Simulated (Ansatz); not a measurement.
A nudged elastic band was laid between two geometries of CH8AlN (11 atoms, charge 0, multiplicity 1).

Theory: RKS B3LYP-D4/def2-SVP in Ansatz 0.2.0.

* movable images: 9
* climbing image: yes
* spring: 5.0 eV/Å²
* optimiser: quadratic models (default)
* start path: through a guess of the saddle point
* force threshold: 0.05 eV/Å
* iteration limit: 60
* end points: relaxed

Image 0:

```xyz
11
Properties=species:S:1:pos:R:3
Al -0.066 -0.240 0.427
C 0.069 0.429 2.290
H -0.836 0.220 2.890
H 0.934 0.010 2.837
H 0.200 1.526 2.305
H 1.277 -0.288 -0.450
H -1.437 0.030 -0.364
N -0.297 -2.291 0.755
H -0.426 -2.793 -0.127
H 0.522 -2.696 1.217
H -1.110 -2.495 1.342
```

Image 10:

```xyz
11
Properties=species:S:1:pos:R:3
Al 0.034 -0.786 -0.406
C -0.163 0.188 2.852
H -1.002 0.378 3.536
H 0.790 0.311 3.387
H -0.207 0.914 2.025
H 1.503 -0.201 -0.468
H -1.267 0.036 -0.777
N -0.164 -2.489 0.065
H -1.052 -2.979 0.128
H 0.593 -3.121 0.315
H -0.235 -0.840 2.465
```

What changes between the two ends?

Bonds broken: Al1–C2, N8–H11. Bonds formed: C2–H11. CH8AlN becomes AlH4N + CH4.

What energy profile does the band end with?

The run converged. The highest image is number 5 of 0 to 10, 135.8 kJ/mol above the first end and 123.1 kJ/mol above the last; the last end lies 12.7 kJ/mol above the first. A vibrational analysis at the climbing image gives one clearly imaginary mode, 1462i cm⁻¹: a first-order saddle point. The orbitals stay closed-shell, which can raise the energy where a bond breaks towards radicals; this wasn't checked here.

```json
{"image": "0", "path coordinate (Å)": "0.00", "energy (kJ/mol)": "0.0", "Al1–C2 (Å)": "1.98", "N8–H11 (Å)": "1.02", "C2–H11 (Å)": "3.29"}
{"image": "1", "path coordinate (Å)": "0.60", "energy (kJ/mol)": "1.0", "Al1–C2 (Å)": "1.98", "N8–H11 (Å)": "1.02", "C2–H11 (Å)": "3.11"}
{"image": "2", "path coordinate (Å)": "1.20", "energy (kJ/mol)": "2.5", "Al1–C2 (Å)": "1.98", "N8–H11 (Å)": "1.02", "C2–H11 (Å)": "2.96"}
{"image": "3", "path coordinate (Å)": "1.80", "energy (kJ/mol)": "8.9", "Al1–C2 (Å)": "1.99", "N8–H11 (Å)": "1.02", "C2–H11 (Å)": "2.53"}
{"image": "4", "path coordinate (Å)": "2.40", "energy (kJ/mol)": "49.3", "Al1–C2 (Å)": "2.03", "N8–H11 (Å)": "1.04", "C2–H11 (Å)": "1.99"}
{"image": "5", "path coordinate (Å)": "3.00", "energy (kJ/mol)": "135.8", "Al1–C2 (Å)": "2.19", "N8–H11 (Å)": "1.35", "C2–H11 (Å)": "1.42"}
{"image": "6", "path coordinate (Å)": "3.43", "energy (kJ/mol)": "75.8", "Al1–C2 (Å)": "2.41", "N8–H11 (Å)": "1.78", "C2–H11 (Å)": "1.15"}
{"image": "7", "path coordinate (Å)": "3.85", "energy (kJ/mol)": "33.2", "Al1–C2 (Å)": "2.71", "N8–H11 (Å)": "2.14", "C2–H11 (Å)": "1.10"}
{"image": "8", "path coordinate (Å)": "4.28", "energy (kJ/mol)": "19.0", "Al1–C2 (Å)": "2.95", "N8–H11 (Å)": "2.41", "C2–H11 (Å)": "1.10"}
{"image": "9", "path coordinate (Å)": "4.71", "energy (kJ/mol)": "13.8", "Al1–C2 (Å)": "3.18", "N8–H11 (Å)": "2.67", "C2–H11 (Å)": "1.10"}
{"image": "10", "path coordinate (Å)": "5.13", "energy (kJ/mol)": "12.7", "Al1–C2 (Å)": "3.41", "N8–H11 (Å)": "2.91", "C2–H11 (Å)": "1.10"}
```

What is the geometry of the highest image?


```xyz
11
Properties=species:S:1:pos:R:3:forces:R:3
Al -0.006 -0.414 0.139 -0.01 0.01 -0.01
C -0.113 0.004 2.283 -0.01 -0.01 -0.01
H -1.021 -0.064 2.904 0.00 0.01 0.00
H 0.776 -0.093 2.927 0.00 0.00 0.01
H -0.100 1.052 1.914 0.01 0.00 0.00
H 1.464 -0.051 -0.329 0.01 0.00 -0.01
H -1.319 0.166 -0.537 0.00 -0.01 0.00
N -0.192 -2.238 0.739 -0.01 0.01 0.00
H -1.067 -2.753 0.637 0.00 -0.01 -0.01
H 0.587 -2.896 0.730 0.00 0.00 0.00
H -0.180 -1.301 1.717 0.01 0.01 0.01
```

What are the harmonic wavenumbers there?

1462i, 113, 283, 354, 395, 445, 511, 611, 629, 645, 691, 744, 753, 762, 1247, 1327, 1436, 1506, 1544, 1816, 1926, 1930, 2986, 3074, 3128, 3514, 3610 cm⁻¹.

Time of the run: 3 min on 2 threads of Arm Neoverse V1 (shared host), peak memory 0.17 GiB.
